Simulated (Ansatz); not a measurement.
## Elastic constant C11 of some elemental metals

Method: RPBE (Ansatz, a program for electronic structure, PAW). References are measured values at low temperature. The table is a random draw of 8 from 9 solids with such references.

Values in GPa.

```tsv
solid	reference	RPBE	error (%)
bcc Mo	478¶	442	-7.5
fcc Al	114	102	-10.5
bcc Ta	266¶	250	-6.0
hcp Mg	63.5¶	61.2	-3.6
hcp Zn	177¶	153	-13.6
hcp Zr	155	140	-9.7
bcc W	533¶	499	-6.4
fcc Cu	176¶	?	?
```

Estimate the withheld RPBE value.

The errors of the other rows run from -13.6 % to -3.6 %, with a median of -7.5 %; carried to the reference 176 it gives 163 GPa. The run gives 157 GPa (-10.8 %), -3.7 % from the estimate; the row was drawn at random, and such an estimate is rough. Over these 8 solids the mean error is -8.5 %, the mean absolute error 8.5 % (median 8.6 %), and the worst case hcp Zn at -13.6 %; the value is below the reference in 8 of 8 cases. Over all 9, from unrounded values, the mean error is -8.1 % and the mean absolute error 8.1 % (median 7.7 %).

All these references are low-temperature values that still hold zero-point motion.

Spin–orbit coupling is left out, also for the solids with elements from indium on (bcc Ta, bcc W); its size isn't shown.

¶ marks references of a special kind: bcc Mo, 478 GPa (measured, 0 K, 300 K values taken to 0 K by the source's computed thermal shift; zero-point effects included; as tabulated in Gong and Corso (2024), arXiv:2406.16634); bcc Ta, 266 GPa (measured, 0 K, extrapolated to 0 K; zero-point effects included; as tabulated in Wang et al. (2022), arXiv:2209.12322); hcp Mg, 63.5 GPa (measured, 0 K, extrapolated to 0 K; zero-point effects included; as tabulated in Ibrahim et al. (2023), arXiv:2305.03577); hcp Zn, 177 GPa (measured, 0 K, extrapolated to 0 K; zero-point effects included; as tabulated in Galib et al. (2023), arXiv:2209.08184); bcc W, 533 GPa (measured, 0 K, extrapolated to 0 K; zero-point effects included; as tabulated in Wang et al. (2022), arXiv:2209.12322); fcc Cu, 176 GPa (measured, 0 K, extrapolated to 0 K; zero-point effects included; as tabulated in Malica and Corso (2021), arXiv:2109.00459).

Differences are worked out from the printed values.

Each level is taken at its own relaxed cell. Caveats: shear constants of such metals converge slowly with the k mesh (bcc Mo, bcc Ta, bcc W). Ansatz's density-functional and Hartree–Fock values are scalar-relativistic unless marked +SOC, with PAW data made under PBE.

Ansatz's runs of these crystals have no spin polarisation.

Not in this set, of the elemental metals with a reference value in our tables and a result at some level: 15 for a reference at room or unstated temperature; 12 for no value at RPBE (not run, a failed fit, an unstable or unbound cell, or a value held back for tests). These can be a level's best or worst cases. Solids without a released value at any level aren't counted. L1₀ solids are left out, as their cells have other axes than the references. Layered and molecular crystals are counted apart. The metals Ce to Yb are counted apart.

References as tabulated in Wang et al. (2022), arXiv:2209.12322; Gong and Corso (2024), arXiv:2406.16634; Li et al. (2021), arXiv:2102.01972; Ibrahim et al. (2023), arXiv:2305.03577 and others.
